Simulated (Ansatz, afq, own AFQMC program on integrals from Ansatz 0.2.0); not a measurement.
**GaP, triplet: AFQMC among the cluster methods**

```tsv
atom	x (Å)	y (Å)	z (Å)
P	0.0000	0.0000	0.0000
Ga	0.0000	0.0000	2.1293
```

Basis aug-cc-pVDZ. Noble-gas cores (and the filled d shells of Ga–Kr and In–Xe) are frozen. Integrals, coupled cluster, full CI and functionals: Ansatz 0.2.0; the random walks run on the same integrals in our own AFQMC program. ph-AFQMC/CISD is guided by a CISD state made of CCSD amplitudes; releasing the constraint for a short imaginary time cuts its bias at the price of noise, slowly where states lie close. Uncertainties: one standard error, sampling alone. No spin–orbit coupling.

Determinant: UHF, the one that the program's search chose, which needn't be the lowest solution. The geometry is a PBE0/def2-TZVPD stationary point of this or a neighbouring charge and spin state.

No full CI on the walks' own integrals is used here; CCSDT(Q) serves as the reference and is uncertain by about the last step of the cluster series.

Cautions: no relativity below Rb; no spin-orbit coupling; inner d shell frozen; an unrestricted solution with more broken spin lies lower (95 meV, ⟨S²⟩ 2.19).

- T1 diagnostic: 0.0291
- weight of the determinant in the CISD state: 0.864
- ⟨S²⟩ of the determinant: 2.044
- size of the correlated space: 8 electrons in 44 orbitals

| level | correlation energy (eV) |
| --- | --- |
| MP2 | -3.6684 |
| CCSD | -4.3805 |
| CCSD(T) | -4.6036 |

(1) Estimate where phaseless AFQMC with the Hartree–Fock trial lies against CCSD(T) on the same integrals.

(1) 2.02 ± 1.07 kcal/mol above CCSD(T). The gap is under twice the noise, so this walk alone can't tell the two apart.

Reference: CCSDT(Q), correlation energy -4.665 eV. The released energy is read at 2.40 1/Eh (meV from the phaseless value at times in 1/Eh: 4 ± 15 at 0.24, 8 ± 13 at 0.51, -4 ± 10 at 0.99, -2 ± 10 at 1.62, -20 ± 13 at 2.40).

```
         level  E − E(reference) (kcal/mol)  share of correlation (%)
       CCSD(T)                         1.42                     98.68
         CCSDT                         0.46                     99.57
   ph-AFQMC/HF                  3.44 ± 1.07                     96.81
 ph-AFQMC/CISD                  0.49 ± 0.32                     99.55
released AFQMC                  0.02 ± 0.31                     99.98
```

A walk keeps the symmetry of its determinant, which the program's search chose and which needn't be the lowest solution, so a lower state of the same spin and another symmetry isn't excluded. Released energies are given only where the last usable release times agree within the noise; a slower fall can still hide under it.
